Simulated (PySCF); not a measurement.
## Which is lower?

The two ends of one reaction step of BH3ClF, singlet (PBE0-D4/def2-TZVP).

A:

```
6
angstrom
B 0.0957 0.1438 -0.8017
Cl 1.0043 -1.3301 -0.4855
H 0.6899 1.1713 -0.7652
H -1.0234 0.0260 -1.1807
H -0.1863 -0.3557 1.7409
F -0.6206 0.4027 1.4376
```

B:

```tsv
atom	x (Å)	y (Å)	z (Å)
B1	-0.3166	0.6315	-0.6242
Cl2	0.8921	-1.6770	0.7947
H3	0.7618	1.0636	-0.9092
H4	-0.9598	-0.0949	-1.3242
H5	0.2977	-1.1506	1.8001
F6	-0.8715	1.0521	0.5033
```

PySCF 2.14 with density fitting (its default auxiliary sets; JK sets also for MP2 and CCSD(T)); basis: def2-TZVPP; cores frozen in the correlated methods. B3LYP uses VWN-RPA correlation.

(1) Which structure is lower at CCSD(T), and by how much? (Judge from chemistry; the value comes from the calculation.)

No T1 diagnostic of these runs exceeds 0.011.

Answers

(1) By the calculation: B, by 45.7 kJ/mol (electronic energy, against the other). By their contacts, A is a complex of BH₂Cl ([BH2][Cl]) + HF and B is a complex of BH₂F ([BH2][F]) + HCl.

All methods give the same order:

```csv
method,E(B) − E(A) (kJ/mol)
SPW92,-37.8
PBE-D4,-39.5
r2SCAN-D4,-42.8
PBE0-D4,-40.4
B3LYP-D4,-49.5
BHLYP-D4,-51.3
wB97M-V,-45.0
HF,-59.2
MP2,-41.1
CCSD,-48.0
CCSD(T),-45.7
```

Labels in which every atom is bracketed show which atoms are joined, not bond orders.

For scale, one of the runs: CCSD(T)/def2-TZVPP, 146 basis functions, launched by `OMP_NUM_THREADS=4 python run.py`. Hardware: 4 CPU threads of an Intel Xeon, shared host. Wall time 2 min; peak host memory 0.96 GiB.
